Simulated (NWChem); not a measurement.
System meant: C$_{2}$H$_{3}$F; SMILES C(F)=C

NWChem input:

```
start job
memory heap 200 mb stack 900 mb global 1100 mb
geometry units angstroms noautoz
  C     -0.236674     1.168760     0.000000
  C      0.424893     0.019725     0.000000
  F     -0.184020    -1.161365     0.000000
  H     -1.328429     1.191023     0.000000
  H      0.316275     2.108353     0.000000
  H      1.515840    -0.075106     0.000000
end
basis spherical
  * library def2-svp
end
dft
  xc xpbe96 cpbe96
  iterations 4
  mulliken
end
task dft energy
```

End of the output:

```
    Atom       Charge   Shell Charges
 -----------   ------   -------------------------------------------------------
    1 C    6     6.12   1.97  0.60  0.32  1.90  1.26  0.06
    2 C    6     5.93   1.96  0.61  0.31  1.81  1.06  0.17
    3 F    9     9.04   1.98  1.01  0.73  3.20  2.10  0.01
    4 H    1     0.96   0.62  0.27  0.07
    5 H    1     0.96   0.62  0.27  0.07
    6 H    1     0.98   0.64  0.28  0.07

 center of mass
 --------------
 x =  -0.02934895 y =  -0.17910351 z =   0.00000000

 moments of inertia (a.u.)
 ------------------
         169.581951592660           0.000000000000           0.000000000000
           0.000000000000          27.367391901303           0.000000000000
           0.000000000000           0.000000000000         196.949343493963

     Multipole analysis of the density
     ---------------------------------

     L   x y z        total         alpha         beta         nuclear
     -   - - -        -----         -----         ----         -------
     0   0 0 0     -0.000000    -12.000000    -12.000000     24.000000

     1   1 0 0      0.252537      0.126268      0.126268     -0.000000
     1   0 1 0      0.321887      0.160944      0.160944     -0.000000
     1   0 0 1      0.000000      0.000000      0.000000      0.000000

     2   2 0 0    -11.583796    -16.286998    -16.286998     20.990201
     2   1 1 0     -0.308162      0.878769      0.878769     -2.065700
     2   1 0 1     -0.000000     -0.000000     -0.000000      0.000000
     2   0 2 0    -12.944031    -53.279556    -53.279556     93.615082
     2   0 1 1      0.000000      0.000000      0.000000      0.000000
     2   0 0 2    -13.885475     -6.942738     -6.942738      0.000000

 ------------------------------------------------------------------------
 dft energy failed                                                                                  0
 ------------------------------------------------------------------------
 ------------------------------------------------------------------------
  current input line :
    19: task dft energy
 ------------------------------------------------------------------------
 ------------------------------------------------------------------------
 This type of error is most commonly associated with calculations not reaching convergence criteria
 ------------------------------------------------------------------------
 For more information see the NWChem manual at https://nwchemgit.github.io

0:dft energy failed:Received an Error in Communication
```

Q: Can this run be used? If not, why, and what is the fix?

A: The run did not converge; its last values are not results. Cause: the SCF was allowed too few iterations. This input runs:
```
start job
memory heap 200 mb stack 900 mb global 1100 mb
geometry units angstroms noautoz
  C     -0.236674     1.168760     0.000000
  C      0.424893     0.019725     0.000000
  F     -0.184020    -1.161365     0.000000
  H     -1.328429     1.191023     0.000000
  H      0.316275     2.108353     0.000000
  H      1.515840    -0.075106     0.000000
end
basis spherical
  C library def2-svp
  F library def2-svp
  H library def2-svp
end
dft
  xc xpbe96 cpbe96
  iterations 150
  mulliken
end
task dft energy
```
It converges to -177.48755 Ha (PBE/def2-SVP).
